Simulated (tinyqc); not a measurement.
UKS/LDA (VWN5) in the sto-6g basis, for OH+, spin multiplicity 3, step by step (part 1 of 2). Computed by tinyqc, a small Python program that keeps every step (integrals from PySCF). Settings: charge = 1, multiplicity = 3, basis = sto-6g, energy threshold = 1e-08, iteration cap = 59, orthogonalisation = canonical, start = random, DIIS depth = 8, DIIS from iteration = 2, method = UKS, functional = lda,vwn, grid = [10, 86]. Command: `OMP_NUM_THREADS=1 python tinyqc.py 28988 28989 out.jsonl` (the two numbers bound the seeds that draw the settings). One thread of a shared host (Intel(R) Xeon(R) Processor @ 2.60GHz), about 2 s of CPU time with the checks. Later iterations appear only in the table of the cycle.

## One-electron integrals

Geometry (angstrom):
```
atom         x         y         z
O     0.000000  0.000000  0.000000
H     0.000000  0.000000  1.621000
```

Basis sto-6g: exponents (1/bohr^2) and contraction coefficients of normalised primitives:
```
element  l (shell)     exponent  coefficient
O            s (1)  1355.584234     0.009164
O            s (1)   248.544885     0.049361
O            s (1)    69.533902     0.168538
O            s (1)    23.886772     0.370563
O            s (1)     9.275933     0.416492
O            s (1)     3.820341     0.130334
O            s (2)    52.187762    -0.013253
O            s (2)    10.329320    -0.046992
O            s (2)     3.210345    -0.033785
O            s (2)     1.235135     0.250242
O            s (2)     0.536420     0.595117
O            s (2)     0.245881     0.240706
O            p (3)    52.187762     0.003760
O            p (3)    10.329320     0.037679
O            p (3)     3.210345     0.173897
O            p (3)     1.235135     0.418036
O            p (3)     0.536420     0.425860
O            p (3)     0.245881     0.101708
H            s (1)    35.523221     0.009164
H            s (1)     6.513144     0.049361
H            s (1)     1.822143     0.168538
H            s (1)     0.625955     0.370563
H            s (1)     0.243077     0.416492
H            s (1)     0.100112     0.130334
```

Overlap, kinetic and nuclear-attraction integrals over the contracted functions; the nuclear repulsion is the sum of Za Zb / Rab.

nuclear repulsion = 2.61160869 hartree

overlap S:
```
           1O 1s     1O 2s    1O 2px    1O 2py    1O 2pz     2H 1s
1O 1s   1.000000  0.231145  0.000000  0.000000  0.000000  0.011945
1O 2s   0.231145  1.000000  0.000000  0.000000  0.000000  0.162706
1O 2px  0.000000  0.000000  1.000000  0.000000  0.000000  0.000000
1O 2py  0.000000  0.000000  0.000000  1.000000  0.000000  0.000000
1O 2pz  0.000000  0.000000  0.000000  0.000000  1.000000  0.162597
2H 1s   0.011945  0.162706  0.000000  0.000000  0.162597  1.000000
```

kinetic energy T (hartree):
```
            1O 1s      1O 2s    1O 2px    1O 2py    1O 2pz      2H 1s
1O 1s   29.327197  -0.896024  0.000000  0.000000  0.000000  -0.004112
1O 2s   -0.896024   0.842618  0.000000  0.000000  0.000000  -0.013539
1O 2px   0.000000   0.000000  2.531309  0.000000  0.000000   0.000000
1O 2py   0.000000   0.000000  0.000000  2.531309  0.000000   0.000000
1O 2pz   0.000000   0.000000  0.000000  0.000000  2.531309   0.017388
2H 1s   -0.004112  -0.013539  0.000000  0.000000  0.017388   0.768522
```

nuclear attraction V (hartree):
```
             1O 1s      1O 2s     1O 2px     1O 2py     1O 2pz      2H 1s
1O 1s   -61.584766  -6.226739   0.000000   0.000000  -0.005727  -0.366461
1O 2s    -6.226739  -9.326735   0.000000   0.000000  -0.068265  -1.011955
1O 2px    0.000000   0.000000  -9.316087   0.000000   0.000000   0.000000
1O 2py    0.000000   0.000000   0.000000  -9.316087   0.000000   0.000000
1O 2pz   -0.005727  -0.068265   0.000000   0.000000  -9.346835  -0.877536
2H 1s    -0.366461  -1.011955   0.000000   0.000000  -0.877536  -3.844884
```

core Hamiltonian H = T + V (hartree):
```
             1O 1s      1O 2s     1O 2px     1O 2py     1O 2pz      2H 1s
1O 1s   -32.257569  -7.122763   0.000000   0.000000  -0.005727  -0.370573
1O 2s    -7.122763  -8.484117   0.000000   0.000000  -0.068265  -1.025495
1O 2px    0.000000   0.000000  -6.784779   0.000000   0.000000   0.000000
1O 2py    0.000000   0.000000   0.000000  -6.784779   0.000000   0.000000
1O 2pz   -0.005727  -0.068265   0.000000   0.000000  -6.815526  -0.860149
2H 1s    -0.370573  -1.025495   0.000000   0.000000  -0.860149  -3.076362
```

## Two-electron integrals

Functions are numbered as in S; the eight-fold symmetry (ij|kl) = (ji|kl) = (kl|ij) leaves the list below.

Two-electron integrals (ij|kl) in chemists' order, unique and non-zero (hartree):
```
(11|11) 4.787491   (21|11) 0.675884   (21|21) 0.121505   (22|11) 1.117379
(22|21) 0.249212   (22|22) 0.817383   (31|31) 0.025762   (32|31) 0.039145
(32|32) 0.180664   (33|11) 1.117381   (33|21) 0.249212   (33|22) 0.817382
(33|33) 0.880663   (41|41) 0.025762   (42|41) 0.039145   (42|42) 0.180664
(43|43) 0.047461   (44|11) 1.117381   (44|21) 0.249212   (44|22) 0.817382
(44|33) 0.785741   (44|44) 0.880663   (51|51) 0.025762   (52|51) 0.039145
(52|52) 0.180664   (53|53) 0.047461   (54|54) 0.047461   (55|11) 1.117381
(55|21) 0.249212   (55|22) 0.817382   (55|33) 0.785741   (55|44) 0.785741
(55|55) 0.880663   (61|11) 0.036998   (61|21) 0.006388   (61|22) 0.012859
(61|33) 0.012833   (61|44) 0.012833   (61|51) 0.000313   (61|52) 0.000620
(61|55) 0.012909   (61|61) 0.000342   (62|11) 0.114778   (62|21) 0.026080
(62|22) 0.098052   (62|33) 0.096350   (62|44) 0.096350   (62|51) 0.002080
(62|52) 0.016885   (62|55) 0.101456   (62|61) 0.001385   (62|62) 0.016528
(63|31) 0.002542   (63|32) 0.015391   (63|53) 0.003299   (63|63) 0.002021
(64|41) 0.002542   (64|42) 0.015391   (64|54) 0.003299   (64|64) 0.002021
(65|11) 0.095267   (65|21) 0.021904   (65|22) 0.087524   (65|33) 0.084018
(65|44) 0.084018   (65|51) 0.003952   (65|52) 0.028622   (65|55) 0.094535
(65|61) 0.001202   (65|62) 0.017877   (65|65) 0.021035   (66|11) 0.325632
(66|21) 0.075243   (66|22) 0.323858   (66|33) 0.314946   (66|44) 0.314946
(66|51) 0.005602   (66|52) 0.064911   (66|55) 0.341682   (66|61) 0.003996
(66|62) 0.078672   (66|65) 0.096014   (66|66) 0.774999
```

## Orthogonalisation

S = U s U^T; canonical form X = U s^(-1/2), so that X^T S X = 1. Each column of U has its largest component positive (the first on a tie).

eigenvalues of S: 0.704618  0.869145  1.000000  1.000000  1.118910  1.307327

X:
```
                1          2          3         4          5         6
1O 1s   -0.591953   0.547023   0.000000  0.000000  -0.459714  0.442991
1O 2s    0.786822  -0.281206   0.000000  0.000000  -0.260410  0.566245
1O 2px   0.000000   0.000000   0.998969  0.045400   0.000000  0.000000
1O 2py   0.000000   0.000000  -0.045400  0.998969   0.000000  0.000000
1O 2pz   0.323386   0.684609   0.000000  0.000000   0.632788  0.232910
2H 1s   -0.587480  -0.550959   0.000000  0.000000   0.462769  0.440226
```

Within a degenerate level the vectors are fixed only up to a rotation; this is one choice.

## Starting guess

The start is random orthonormal orbitals; D(s) = C_occ C_occ^T for each spin.

D(alpha) at the start:
```
            1O 1s      1O 2s     1O 2px     1O 2py     1O 2pz      2H 1s
1O 1s    1.032617  -0.260190  -0.019076  -0.053160  -0.052764   0.174008
1O 2s   -0.260190   1.081553  -0.008651  -0.024109   0.007214  -0.112622
1O 2px  -0.019076  -0.008651   0.985210  -0.041217  -0.037298   0.112704
1O 2py  -0.053160  -0.024109  -0.041217   0.885136  -0.103943   0.314081
1O 2pz  -0.052764   0.007214  -0.037298  -0.103943   0.933876   0.112411
2H 1s    0.174008  -0.112622   0.112704   0.314081   0.112411   0.197828
```

D(beta) at the start:
```
            1O 1s      1O 2s     1O 2px     1O 2py    1O 2pz      2H 1s
1O 1s    0.344915  -0.172818  -0.276932   0.347934  0.033328   0.177082
1O 2s   -0.172818   0.609400  -0.100787  -0.324997  0.408348  -0.131082
1O 2px  -0.276932  -0.100787   0.854692   0.041470  0.106610   0.108962
1O 2py   0.347934  -0.324997   0.041470   0.515719  0.069223   0.302493
1O 2pz   0.033328   0.408348   0.106610   0.069223  0.554803   0.128176
2H 1s    0.177082  -0.131082   0.108962   0.302493  0.128176   0.197106
```

## Iteration 1: exchange-correlation on the grid

Becke grid with 10 radial and 86 angular points per atom, points of zero weight dropped. rho = sum D_ij phi_i phi_j; V_xc,ij = sum w v_xc phi_i phi_j; v_xc is d(rho eps)/d rho(s) for spin s.

The 8 grid points with the largest w rho, of 1715 (bohr, atomic units):
```
x                  y         z         w  rho(alpha)  rho(beta)     eps_xc  v_xc(alpha)
-0.687448  -0.687448  0.687448  0.135527    0.164653   0.155398  -0.567593    -0.749089
0.687448   -0.687448  0.687448  0.135527    0.166801   0.152152  -0.567104    -0.751328
0.826763   -0.225117  0.826763  0.133994    0.163230   0.159283  -0.568883    -0.747861
-0.826763  -0.225117  0.826763  0.133994    0.166735   0.152656  -0.567331    -0.751323
-0.826763  -0.826763  0.225117  0.135440    0.157663   0.156114  -0.564039    -0.740134
0.225117   -0.826763  0.826763  0.133994    0.166241   0.150254  -0.565783    -0.750321
-1.104167   0.000000  0.445609  0.134569    0.166608   0.148396  -0.565026    -0.750498
-1.104167  -0.445609  0.000000  0.134746    0.159339   0.155093  -0.564419    -0.742170
```

electrons on the grid, sum of w rho = 7.996895

E_xc = sum of w rho eps_xc = -6.56856107 hartree

V_xc(alpha) (hartree):
```
            1O 1s      1O 2s     1O 2px     1O 2py     1O 2pz      2H 1s
1O 1s   -2.897613  -0.372378   0.002114   0.001754   0.000505  -0.021020
1O 2s   -0.372378  -0.814778   0.002588   0.005190  -0.008253  -0.087296
1O 2px   0.002114   0.002588  -0.819412   0.002632   0.000885   0.000041
1O 2py   0.001754   0.005190   0.002632  -0.809017   0.004625   0.000200
1O 2pz   0.000505  -0.008253   0.000885   0.004625  -0.815240  -0.075942
2H 1s   -0.021020  -0.087296   0.000041   0.000200  -0.075942  -0.328590
```

V_xc(beta) (hartree):
```
            1O 1s      1O 2s     1O 2px     1O 2py     1O 2pz      2H 1s
1O 1s   -2.102611  -0.287320   0.023471  -0.012780  -0.019634  -0.016349
1O 2s   -0.287320  -0.709551   0.026163   0.037876  -0.072842  -0.082233
1O 2px   0.023471   0.026163  -0.732238  -0.002525  -0.013763   0.000808
1O 2py  -0.012780   0.037876  -0.002525  -0.696798  -0.013608   0.001973
1O 2pz  -0.019634  -0.072842  -0.013763  -0.013608  -0.698726  -0.076261
2H 1s   -0.016349  -0.082233   0.000808   0.001973  -0.076261  -0.327659
```

## Iteration 1: building the Kohn-Sham matrix

J_ij = sum D_kl (ij|kl) with D = D(alpha) + D(beta); F = H + J + V_xc; E = tr D H + tr D J / 2 + E_xc + E_nn.

Coulomb J (hartree):
```
            1O 1s      1O 2s     1O 2px     1O 2py    1O 2pz      2H 1s
1O 1s   13.328091   2.457897  -0.022692  -0.009008  0.034853   0.130209
1O 2s    2.457897   6.702569  -0.055894  -0.084084  0.180246   0.811148
1O 2px  -0.022692  -0.055894   6.723178   0.000024  0.008042  -0.003520
1O 2py  -0.009008  -0.084084   0.000024   6.681502  0.000772  -0.006984
1O 2pz   0.034853   0.180246   0.008042   0.000772  6.703022   0.737085
2H 1s    0.130209   0.811148  -0.003520  -0.006984  0.737085   2.830818
```

F(alpha) (hartree):
```
             1O 1s      1O 2s     1O 2px     1O 2py     1O 2pz      2H 1s
1O 1s   -21.827091  -5.037244  -0.020578  -0.007254   0.029631  -0.261383
1O 2s    -5.037244  -2.596326  -0.053306  -0.078894   0.103728  -0.301643
1O 2px   -0.020578  -0.053306  -0.881013   0.002656   0.008926  -0.003480
1O 2py   -0.007254  -0.078894   0.002656  -0.912293   0.005397  -0.006785
1O 2pz    0.029631   0.103728   0.008926   0.005397  -0.927744  -0.199006
2H 1s    -0.261383  -0.301643  -0.003480  -0.006785  -0.199006  -0.574135
```

F(beta) (hartree):
```
             1O 1s      1O 2s     1O 2px     1O 2py     1O 2pz      2H 1s
1O 1s   -21.032089  -4.952186   0.000778  -0.021788   0.009492  -0.256712
1O 2s    -4.952186  -2.491099  -0.029731  -0.046208   0.039138  -0.296580
1O 2px    0.000778  -0.029731  -0.793839  -0.002501  -0.005722  -0.002712
1O 2py   -0.021788  -0.046208  -0.002501  -0.800074  -0.012836  -0.005011
1O 2pz    0.009492   0.039138  -0.005722  -0.012836  -0.811230  -0.199325
2H 1s    -0.256712  -0.296580  -0.002712  -0.005011  -0.199325  -0.573203
```

total energy of this density = -59.81996778 hartree

## Iteration 1: diagonalisation and new density

Diagonalise F' = X^T F X, C = X C', fill 5 alpha and 3 beta electrons from the bottom; D(s) = C_occ C_occ^T. Each column has its largest component positive (the first on a tie).

F' = X^T F X (alpha) (hartree):
```
           1          2          3          4          5          6
1  -4.644488   4.479371  -0.022441  -0.053124  -4.479393   4.747306
2   4.479371  -5.599635   0.010585   0.026158   4.943589  -5.673277
3  -0.022441   0.010585  -0.881319   0.004064   0.026255  -0.036461
4  -0.053124   0.026158   0.004064  -0.911988   0.025373  -0.051325
5  -4.479393   4.943589   0.026255   0.025373  -6.473509   6.380534
6   4.747306  -5.673277  -0.036461  -0.051325   6.380534  -8.064192
```

orbital energies (alpha) (hartree): MO1 -21.827161, MO2 -1.544943, MO3 -0.924846, MO4 -0.903083, MO5 -0.874448, MO6 -0.500650

coefficients C (alpha):
```
              MO1        MO2        MO3        MO4        MO5        MO6
1O 1s    1.000101  -0.231875  -0.022779   0.030588   0.024335   0.034729
1O 2s   -0.000460   1.003146   0.096095  -0.130881  -0.108942  -0.205130
1O 2px   0.000982   0.075030  -0.083991  -0.292713   0.949491   0.010066
1O 2py   0.000346   0.123526   0.303990   0.897648   0.293671   0.017784
1O 2pz  -0.001470  -0.159933   0.903935  -0.280758   0.009505  -0.326098
2H 1s    0.000333   0.003655   0.155543  -0.067359  -0.018042   1.013693
```

F' = X^T F X (beta) (hartree):
```
           1          2          3          4          5          6
1  -4.393964   4.250052  -0.022966  -0.025736  -4.292186   4.569249
2   4.250052  -5.315919   0.006582  -0.004657   4.825308  -5.495038
3  -0.022966   0.006582  -0.793625  -0.002208   0.001979  -0.017135
4  -0.025736  -0.004657  -0.002208  -0.800288   0.011710  -0.041834
5  -4.292186   4.825308   0.001979   0.011710  -6.201532   6.166445
6   4.569249  -5.495038  -0.017135  -0.041834   6.166445  -7.842179
```

orbital energies (beta) (hartree): MO1 -21.032564, MO2 -1.406815, MO3 -0.833713, MO4 -0.793596, MO5 -0.790007, MO6 -0.490814

coefficients C (beta):
```
              MO1        MO2        MO3        MO4        MO5        MO6
1O 1s    0.998847  -0.240663   0.001262   0.004653   0.018645   0.035143
1O 2s    0.004957   1.019479  -0.016183  -0.020790  -0.076304  -0.201829
1O 2px  -0.000031   0.049524   0.148687  -0.636169   0.755245   0.018232
1O 2py   0.001087   0.068025   0.351753   0.749059   0.556575   0.027852
1O 2pz  -0.000410  -0.062021   0.866392  -0.165976  -0.296717  -0.397321
2H 1s   -0.000425   0.016271   0.211583  -0.054308  -0.112560   0.997994
```

D(alpha) after iteration 1:
```
            1O 1s      1O 2s     1O 2px     1O 2py     1O 2pz      2H 1s
1O 1s    1.056014  -0.241908  -0.000350  -0.000618   0.006667  -0.006557
1O 2s   -0.241908   1.044534   0.002065   0.003648  -0.037862   0.029395
1O 2px  -0.000350   0.002065   0.999899  -0.000179   0.003283  -0.010204
1O 2py  -0.000618   0.003648  -0.000179   0.999684   0.005799  -0.018028
1O 2pz   0.006667  -0.037862   0.003283   0.005799   0.921595   0.158756
2H 1s   -0.006557   0.029395  -0.010204  -0.018028   0.158756   0.029070
```

D(beta) after iteration 1:
```
            1O 1s      1O 2s     1O 2px     1O 2py     1O 2pz      2H 1s
1O 1s    1.055616  -0.240420  -0.011762  -0.014842   0.015610  -0.004074
1O 2s   -0.240420   1.039623   0.048082   0.063663  -0.077252   0.013162
1O 2px  -0.011762   0.048082   0.024560   0.055670   0.125749   0.032265
1O 2py  -0.014842   0.063663   0.055670   0.128359   0.300537   0.075531
1O 2pz   0.015610  -0.077252   0.125749   0.300537   0.754482   0.182305
2H 1s   -0.004074   0.013162   0.032265   0.075531   0.182305   0.045032
```

## Iteration 2: exchange-correlation on the grid

As before.

The 8 grid points with the largest w rho, of 1715 (bohr, atomic units):
```
x                  y          z         w  rho(alpha)  rho(beta)     eps_xc  v_xc(alpha)
0.000000   -0.445609  -1.104167  0.134755    0.161680   0.155780  -0.566116    -0.745321
-0.445609   0.000000  -1.104167  0.134755    0.161545   0.140017  -0.557581    -0.742637
-0.225117  -0.826763  -0.826763  0.135488    0.164182   0.135304  -0.556763    -0.745290
0.225117    0.826763   0.826763  0.133994    0.161079   0.141350  -0.558003    -0.742246
0.000000    0.445609   1.104167  0.129071    0.159740   0.152273  -0.563102    -0.742249
0.000000    0.000000  -1.190694  0.131695    0.160407   0.145219  -0.559667    -0.741995
-0.440084  -0.440084  -1.015089  0.126750    0.162672   0.149721  -0.563419    -0.745654
0.225117   -0.826763  -0.826763  0.135488    0.164078   0.126255  -0.552102    -0.743654
```

electrons on the grid, sum of w rho = 7.998066

E_xc = sum of w rho eps_xc = -7.99616339 hartree

V_xc(alpha) (hartree):
```
            1O 1s      1O 2s     1O 2px     1O 2py     1O 2pz      2H 1s
1O 1s   -2.946561  -0.378476  -0.000112  -0.000167   0.000559  -0.021345
1O 2s   -0.378476  -0.818768  -0.001042  -0.001509   0.002096  -0.084456
1O 2px  -0.000112  -0.001042  -0.816661  -0.000482  -0.001394  -0.000199
1O 2py  -0.000167  -0.001509  -0.000482  -0.817594  -0.003200  -0.000389
1O 2pz   0.000559   0.002096  -0.001394  -0.003200  -0.821415  -0.070997
2H 1s   -0.021345  -0.084456  -0.000199  -0.000389  -0.070997  -0.229185
```

V_xc(beta) (hartree):
```
            1O 1s      1O 2s     1O 2px     1O 2py     1O 2pz      2H 1s
1O 1s   -2.908263  -0.352973  -0.001191  -0.001690   0.001515  -0.020122
1O 2s   -0.352973  -0.688494  -0.009666  -0.013479   0.009123  -0.074257
1O 2px  -0.001191  -0.009666  -0.660062  -0.005212  -0.012672  -0.001525
1O 2py  -0.001690  -0.013479  -0.005212  -0.670056  -0.030078  -0.002914
1O 2pz   0.001515   0.009123  -0.012672  -0.030078  -0.735100  -0.065533
2H 1s   -0.020122  -0.074257  -0.001525  -0.002914  -0.065533  -0.236378
```

## Iteration 2: building the Kohn-Sham matrix

As before.

Coulomb J (hartree):
```
            1O 1s      1O 2s    1O 2px    1O 2py     1O 2pz     2H 1s
1O 1s   16.162289   2.806135  0.003414  0.004766  -0.004583  0.149122
1O 2s    2.806135   7.043827  0.017850  0.024881  -0.014092  0.814613
1O 2px   0.003414   0.017850  7.016736  0.005267   0.012394  0.002423
1O 2py   0.004766   0.024881  0.005267  7.026568   0.029458  0.004247
1O 2pz  -0.004583  -0.014092  0.012394  0.029458   7.088177  0.718296
2H 1s    0.149122   0.814613  0.002423  0.004247   0.718296  2.655447
```

F(alpha) (hartree):
```
             1O 1s      1O 2s     1O 2px     1O 2py     1O 2pz      2H 1s
1O 1s   -19.041841  -4.695104   0.003302   0.004599  -0.009751  -0.242796
1O 2s    -4.695104  -2.259058   0.016808   0.023373  -0.080261  -0.295338
1O 2px    0.003302   0.016808  -0.584704   0.004785   0.010999   0.002223
1O 2py    0.004599   0.023373   0.004785  -0.575804   0.026257   0.003858
1O 2pz   -0.009751  -0.080261   0.010999   0.026257  -0.548765  -0.212850
2H 1s    -0.242796  -0.295338   0.002223   0.003858  -0.212850  -0.650100
```

F(beta) (hartree):
```
             1O 1s      1O 2s     1O 2px     1O 2py     1O 2pz      2H 1s
1O 1s   -19.003544  -4.669601   0.002224   0.003075  -0.008795  -0.241573
1O 2s    -4.669601  -2.128784   0.008184   0.011402  -0.073234  -0.285139
1O 2px    0.002224   0.008184  -0.428104   0.000056  -0.000278   0.000898
1O 2py    0.003075   0.011402   0.000056  -0.428266  -0.000621   0.001333
1O 2pz   -0.008795  -0.073234  -0.000278  -0.000621  -0.462449  -0.207385
2H 1s    -0.241573  -0.285139   0.000898   0.001333  -0.207385  -0.657293
```

total energy of this density = -74.27781090 hartree
